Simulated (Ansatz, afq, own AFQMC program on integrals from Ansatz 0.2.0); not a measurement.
# Atomization energy of C$_{2}$H$_{2}$, singlet

```yaml
atoms:
  - { symbol: C, position_ang: [0.0000, 0.0000, 0.5985] }
  - { symbol: C, position_ang: [0.0000, 0.0000, -0.5985] }
  - { symbol: H, position_ang: [0.0000, 0.0000, 1.6632] }
  - { symbol: H, position_ang: [0.0000, 0.0000, -1.6632] }
```

Connectivity, by distances: CH–CH.

Atoms in their ground-state spins without spin–orbit coupling (mostly on UHF) minus the molecule (RHF), without zero-point energy. The geometry is a stationary point, not shown to be a minimum.

Basis cc-pVTZ. Only valence electrons are correlated. Ansatz 0.2.0 and our own AFQMC program on the same integrals; the CISD trial comes from CCSD amplitudes, and released means the phaseless constraint is let go. Uncertainties: one standard error, sampling alone. The errors of all members are added in quadrature.

No full CI on the walks' own integrals is used here; CCSDT(Q) serves as the reference and is uncertain by about the last step of the cluster series. Each member takes its own surest rung, up to full CI.

Errors are counted within cc-pVTZ, not against nature.

Cautions: C₂H₂ (singlet): the released energies are still falling, so no released level is given (meV from the phaseless value at times in 1/Eh: -4 ± 5 at 0.24, -7 ± 4 at 0.51, -9 ± 4 at 0.99, -11 ± 4 at 1.62, -23 ± 6 at 2.40); other spins of the molecule weren't checked.

Reference (CCSDT(Q)): 17.046 eV.

```json
{"level": "HF", "atomization energy (eV)": "12.710", "error against CCSDT(Q) (eV)": "-4.336"}
{"level": "MP2", "atomization energy (eV)": "17.475", "error against CCSDT(Q) (eV)": "0.430"}
{"level": "CCSD", "atomization energy (eV)": "16.708", "error against CCSDT(Q) (eV)": "-0.337"}
{"level": "CCSD(T)", "atomization energy (eV)": "17.040", "error against CCSDT(Q) (eV)": "-0.006"}
{"level": "CCSDT", "atomization energy (eV)": "17.016", "error against CCSDT(Q) (eV)": "-0.029"}
{"level": "ph-AFQMC/HF", "atomization energy (eV)": "17.273 ± 0.029", "error against CCSDT(Q) (eV)": "0.228 ± 0.029"}
{"level": "ph-AFQMC/CISD", "atomization energy (eV)": "17.051 ± 0.005", "error against CCSDT(Q) (eV)": "0.005 ± 0.005"}
```

Correlation beyond CCSD(T) adds 0.006 eV. The perturbative (T) step is worth +0.331 eV.

A walk keeps the symmetry of its determinant, which the program's search chose and which needn't be the lowest solution, so a lower state of the same spin and another symmetry isn't excluded.
